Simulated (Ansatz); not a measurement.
**C₂H₆Mg: up Jacob's ladder to CCSD(T)**

Aim: compute C₂H₆Mg with functionals from several rungs and with coupled cluster, and see how far each lands from CCSD(T) at the basis-set limit for the atomisation energy.

Program: Ansatz 0.2.0, Gaussian basis. Level of theory: functionals in def2-TZVPP, the program's frozen cores in correlated methods. These are calculated values, not measurements.

The runs, in order: LDA (SPW92), PBE-D4, revPBE-D4, BLYP-D4, r2SCAN-D4, B97M-V, PBE0-D4, B3LYP-D4, r2SCANh-D4, r2SCAN0-D4, HSE06-D4, BHLYP-D4, CAM-B3LYP-D4, LC-ωPBE, ωB97X-V, ωB97M-V, B2PLYP, PBE-QIDH; CCSD(T)/def2-SVP; CCSD(T)/def2-TZVPP; MP2/def2-QZVPP; extrapolation to the limit; RPA on PBE.

## (1) Structure used throughout

The geometry comes from an earlier relaxation with PBE0-D4 in a triple-zeta def2 set; it is a stationary point, not always the lowest conformer.

9 atoms, charge 0, spin multiplicity 1.

Atoms are counted from 1 here; the program's logs count them from 0.

Bond lengths: C1–Mg2 2.088 Å, C1–H4 1.095 Å, C1–H5 1.095 Å, C1–H6 1.095 Å, Mg2–C3 2.088 Å, C3–H7 1.095 Å, C3–H8 1.095 Å, C3–H9 1.095 Å. Angles: Mg2–C1–H4 112.0°, Mg2–C1–H5 111.9°, Mg2–C1–H6 111.9°, H4–C1–H5 106.9°, H4–C1–H6 106.9°, H5–C1–H6 106.9°, C1–Mg2–C3 179.8°, Mg2–C3–H7 112.0°, Mg2–C3–H8 111.9°, Mg2–C3–H9 111.9°, H7–C3–H8 106.9°, H7–C3–H9 106.9°, H8–C3–H9 106.9°.

Geometry (Å):

```csv
atom,x (Å),y (Å),z (Å)
C1,-1.0326,1.3937,-1.1492
Mg2,0.0070,-0.0078,-0.0025
C3,1.0517,-1.4046,1.1453
H4,-1.9487,0.9745,-1.5788
H5,-0.4304,1.7655,-1.9852
H6,-1.3291,2.2667,-0.5579
H7,0.6105,-2.4047,1.0767
H8,2.0961,-1.4952,0.8278
H9,1.0642,-1.1345,2.2066
```

## (2) LDA

This LDA is Slater exchange with PW92 correlation.

The input, in.yaml:

```yaml
crystal:
  periodic: [false, false, false]
  atoms:
    - {symbol: C, position_ang: [-1.032615, 1.393738, -1.149207]}
    - {symbol: Mg, position_ang: [0.006989, -0.007786, -0.002544]}
    - {symbol: C, position_ang: [1.051684, -1.404585, 1.145250]}
    - {symbol: H, position_ang: [-1.948741, 0.974458, -1.578785]}
    - {symbol: H, position_ang: [-0.430427, 1.765477, -1.985197]}
    - {symbol: H, position_ang: [-1.329104, 2.266746, -0.557895]}
    - {symbol: H, position_ang: [0.610490, -2.404718, 1.076687]}
    - {symbol: H, position_ang: [2.096074, -1.495170, 0.827840]}
    - {symbol: H, position_ang: [1.064151, -1.134459, 2.206650]}
basis:
  gaussian: {orbitals: def2-TZVPP}
hamiltonian: {xc: lda}
output: {orbitals: {seedname: orbitals}}
```

On the command line:

```console
> ansatz run in.yaml --threads 4 --pin off --events-out ev --progress --plain --max-ram 10444MiB
```

The runs that follow: PBE-D4 (GGA); revPBE-D4 (GGA); BLYP-D4 (GGA); r2SCAN-D4 (meta-GGA); B97M-V (meta-GGA); B3LYP-D4 (hybrid); r2SCANh-D4 (hybrid); r2SCAN0-D4 (hybrid); HSE06-D4 (hybrid); BHLYP-D4 (hybrid); CAM-B3LYP-D4 (range-separated); LC-ωPBE (range-separated); ωB97X-V (range-separated); ωB97M-V (range-separated); B2PLYP (double hybrid); PBE-QIDH (double hybrid); CCSD(T) in def2-SVP; CCSD(T) in def2-TZVPP; MP2 in def2-QZVPP; RPA on PBE orbitals.

Q: Predict the results of all the runs planned. Wanted: atomisation energy, CCSD(T)/CBS; farthest beyond LDA; mean size of error, GGA; mean size of error, meta-GGA; mean size of error, hybrid; mean size of error, range-separated; mean size of error, double hybrid; gap, smallest and largest; T1 diagnostic.

As calculated:

| quantity | value |
| --- | --- |
| atomisation energy, CCSD(T)/CBS | 30.887 eV |
| functionals within 0.154 eV (0.5 %) | PBE-D4, r2SCAN-D4, B97M-V, r2SCANh-D4, CAM-B3LYP-D4 |
| farthest beyond LDA | BHLYP-D4 (-0.795 eV) |
| mean size of error, GGA | 0.314 eV |
| mean size of error, meta-GGA | 0.052 eV |
| mean size of error, hybrid | 0.285 eV |
| mean size of error, range-separated | 0.151 eV |
| mean size of error, double hybrid | 0.399 eV |
| gap, smallest and largest | 4.04 eV (BLYP-D4), 10.25 eV (LC-ωPBE) |
| T1 diagnostic | 0.0081 |
| triples share of the correlation energy | 2.8 % |

What this shows: The LDA atomisation energy is off by 3.418 eV (11 %): it overbinds. PBE-D4 misses by +0.117 eV. Double hybrids carry the basis error of their MP2 part in triple zeta, and no dispersion term here, so their miss is partly the set-up's. The rungs meta-GGA, range-separated miss on average by less than the doubt on the reference (0.154 eV), so they tie. The reference freezes the cores and leaves out relativity and excitations past (T), so misses under about 0.154 eV can't be ranked. Hartree-Fock recovers 75 % of the binding; the rest is correlation. CCSD(T) in def2-SVP is off by -1.667 eV, so the small basis spoils what the method gains. Orbital gaps span 4.0 to 10.2 eV; exact exchange widens them. Correlated methods include outer-core shells of Mg, which these sets cover unevenly.
